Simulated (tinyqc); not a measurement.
Inside a calculation. Method: MP2 on RHF in the sto-6g basis, frozen core, for LiH, spin multiplicity 1. One step of it, computed by the program tinyqc.

Task: Integrals over molecular orbitals. (pq|rs) = sum C_ip C_jq C_kr C_ls (ij|kl), one index at a time.

coefficients C, order 1Li 1s, 1Li 2s, 1Li 2px, 1Li 2py, 1Li 2pz, 2H 1s:
```
[[0.993735, -0.164503, -0.198054, 0.000000, 0.000000, 0.074739],
 [0.023306, 0.438205, 0.798800, 0.000000, 0.000000, -0.746142],
 [0.000000, 0.000000, 0.000000, 0.578052, 0.816000, 0.000000],
 [0.000000, 0.000000, 0.000000, 0.816000, -0.578052, 0.000000],
 [-0.006343, 0.348668, -0.616609, 0.000000, 0.000000, -1.003300],
 [0.005407, 0.550824, -0.124661, 0.000000, 0.000000, 1.229738]]
```

core Hamiltonian H = T + V (hartree), order 1Li 1s, 1Li 2s, 1Li 2px, 1Li 2py, 1Li 2pz, 2H 1s:
```
[[-4.800618, -1.021573, 0.000000, 0.000000, -0.018961, -0.370520],
 [-1.021573, -1.394272, 0.000000, 0.000000, -0.126722, -0.749801],
 [0.000000, 0.000000, -1.146755, 0.000000, 0.000000, 0.000000],
 [0.000000, 0.000000, 0.000000, -1.146755, 0.000000, 0.000000],
 [-0.018961, -0.126722, 0.000000, 0.000000, -1.248677, -0.882225],
 [-0.370520, -0.749801, 0.000000, 0.000000, -0.882225, -1.517678]]
```

Two-electron integrals (ij|kl) in chemists' order, unique and non-zero (hartree):
```
(11|11) 1.681247   (21|11) 0.242603   (21|21) 0.044507   (22|11) 0.397190
(22|21) 0.090279   (22|22) 0.290625   (31|31) 0.009437   (32|31) 0.014261
(32|32) 0.064236   (33|11) 0.397190   (33|21) 0.090279   (33|22) 0.290625
(33|33) 0.313125   (41|41) 0.009437   (42|41) 0.014261   (42|42) 0.064236
(43|43) 0.016875   (44|11) 0.397190   (44|21) 0.090279   (44|22) 0.290625
(44|33) 0.279374   (44|44) 0.313125   (51|51) 0.009437   (52|51) 0.014261
(52|52) 0.064236   (53|53) 0.016875   (54|54) 0.016875   (55|11) 0.397190
(55|21) 0.090279   (55|22) 0.290625   (55|33) 0.279374   (55|44) 0.279374
(55|55) 0.313125   (61|11) 0.087043   (61|21) 0.015551   (61|22) 0.031517
(61|33) 0.031099   (61|44) 0.031099   (61|51) 0.002049   (61|52) 0.004001
(61|55) 0.032354   (61|61) 0.005993   (62|11) 0.165191   (62|21) 0.037818
(62|22) 0.124519   (62|33) 0.118683   (62|44) 0.118683   (62|51) 0.006592
(62|52) 0.035196   (62|55) 0.136189   (62|61) 0.015622   (62|62) 0.082785
(63|31) 0.003581   (63|32) 0.015267   (63|53) 0.005732   (63|63) 0.006712
(64|41) 0.003581   (64|42) 0.015267   (64|54) 0.005732   (64|64) 0.006712
(65|11) 0.193935   (65|21) 0.044948   (65|22) 0.153331   (65|33) 0.143302
(65|44) 0.143302   (65|51) 0.010323   (65|52) 0.054170   (65|55) 0.173387
(65|61) 0.019572   (65|62) 0.112974   (65|65) 0.157301   (66|11) 0.348317
(66|21) 0.081399   (66|22) 0.289275   (66|33) 0.264771   (66|44) 0.264771
(66|51) 0.017481   (66|52) 0.108195   (66|55) 0.338282   (66|61) 0.035904
(66|62) 0.235962   (66|65) 0.336209   (66|66) 0.774999
```

Give: one-electron integrals over orbitals h = C^T H C; Two-electron integrals over orbitals.

Result:

one-electron integrals over orbitals h = C^T H C (hartree):
```
[[-4.793, 0.108, 0.170, 0.000, 0.000, -0.033],
 [0.108, -1.533, 0.031, 0.000, 0.000, -0.077],
 [0.170, 0.031, -1.137, 0.000, 0.000, 0.037],
 [0.000, 0.000, 0.000, -1.147, 0.000, 0.000],
 [0.000, 0.000, 0.000, 0.000, -1.147, 0.000],
 [-0.033, -0.077, 0.037, 0.000, 0.000, -0.943]]
```

Two-electron integrals over orbitals (pq|rs), unique and non-zero (hartree); the lowest 1 orbital is frozen and left out:
```
(22|22) 0.496      (32|22) -0.046     (32|32) 0.011      (33|22) 0.225
(33|32) 0.006      (33|33) 0.340      (42|42) 0.024      (43|42) 0.019
(43|43) 0.041      (44|22) 0.275      (44|32) 4.81e-03   (44|33) 0.283
(44|44) 0.313      (52|52) 0.024      (53|52) 0.019      (53|53) 0.041
(54|54) 0.017      (55|22) 0.275      (55|32) 4.81e-03   (55|33) 0.283
(55|44) 0.279      (55|55) 0.313      (62|22) 0.133      (62|32) -0.033
(62|33) -0.011     (62|44) -0.012     (62|55) -0.012     (62|62) 0.124
(63|22) -0.050     (63|32) 0.008      (63|33) 0.036      (63|44) 8.99e-04
(63|55) 8.99e-04   (63|62) -0.030     (63|63) 0.025      (64|42) -0.020
(64|43) -0.014     (64|64) 0.020      (65|52) -0.020     (65|53) -0.014
(65|65) 0.020      (66|22) 0.460      (66|32) -0.041     (66|33) 0.242
(66|44) 0.270      (66|55) 0.270      (66|62) 0.140      (66|63) -0.042
(66|66) 0.458
```
